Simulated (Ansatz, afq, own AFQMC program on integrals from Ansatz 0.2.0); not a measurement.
AFQMC on a folder of integrals that Ansatz 0.2.0 wrote.

```yaml
crystal:
  periodic: [false, false, false]
  atoms:
    - {symbol: Al, position_ang: [-0.909904, 0.007904, 0.006143]}
    - {symbol: C, position_ang: [1.550947, -0.013472, -0.010471]}
    - {symbol: H, position_ang: [1.949847, -1.036466, -0.008177]}
    - {symbol: H, position_ang: [1.969077, 0.497032, 0.867137]}
    - {symbol: H, position_ang: [1.957080, 0.488394, -0.898632]}
basis:
  gaussian: {orbitals: cc-pVDZ}
magnetization: {spin_polarized: false}
correlation: {method: ccsd_t, electrons: outside_noble_gas, hamiltonian_folder: ham}
```

```sh
$ ansatz run in.yaml --threads 1 --pin off --events-out ev --progress --plain --max-ram 1382MiB
```

afq runs on the folder ham with

```
--method free --trial cisd --walkers 60 --time-step 0.03 --max-blocks 80 --target-error 0.00038 --factor-cut 1e-05 --seed 7858 --times 0,0.21,0.42,0.81,1.2,1.8,2.4,3 --taylor-order 8
```

Times are imaginary, in 1/Eh. The walk had a cap of 656 s.

afq prints:

```
orbitals 41  electrons 5 5  factors 313 of 444
reference energy -281.47851360 Eh
CCSD correlation -0.23223025 Eh in 10 cycles, weight of the determinant in the CISD state 0.8638
repeat  energy at the last time / Eh  error
    10  -281.717629  0.001116
    20  -281.717512  0.000795
    30  -281.717321  0.000692
    40  -281.718006  0.000790
    50  -281.717969  0.000688
    60  -281.718062  0.000671
    70  -281.718395  0.000639
    80  -281.718204  0.000597
time / (1/Eh)  energy / Eh  error  mean overlap
  0.00  -281.710871  0.000354  1.1599
  0.21  -281.714269  0.000318  1.1538
  0.42  -281.716022  0.000300  1.1519
  0.81  -281.717131  0.000341  1.1539
  1.20  -281.717403  0.000333  1.1679
  1.80  -281.719054  0.000470  1.1594
  2.40  -281.719097  0.000437  1.1629
  3.00  -281.718204  0.000597  1.1715
energy -281.718204 +/- 0.000597 Eh
```

The run passed its tests (error under three times the target), which doesn't prove that it has relaxed.

Against this walk (error 16.2 meV) on the same determinant: CCSD(T) 24.4 meV higher (within the noise), CCSDT(Q) 9.4 meV lower (within the noise). The error is statistical, and a free projection of finite length keeps a remainder of its start. The last points scatter (meV from the last: 29 ± 9 at 0.81, 22 ± 9 at 1.20, -23 ± 13 at 1.80, -24 ± 12 at 2.40, 0 ± 16 at 3.00); the last is the one printed as the energy, and the gaps above move with that scatter.

Cautions: remainder of the start not in the error; error above the target (16.2 against 10.3 meV).

The walk took 2.6 min on 1 thread of Arm Neoverse V1, on a shared host. The log's last line is the free-projection energy.

CCSDT and higher add their correlation energy to the determinant of the CCSD(T) run, since their own runs factorise the integrals more tightly (a shift of under 2 meV). A walk keeps the symmetry of its determinant, which the program's search chose and which needn't be the lowest solution, so a lower state of the same spin and another symmetry isn't excluded.
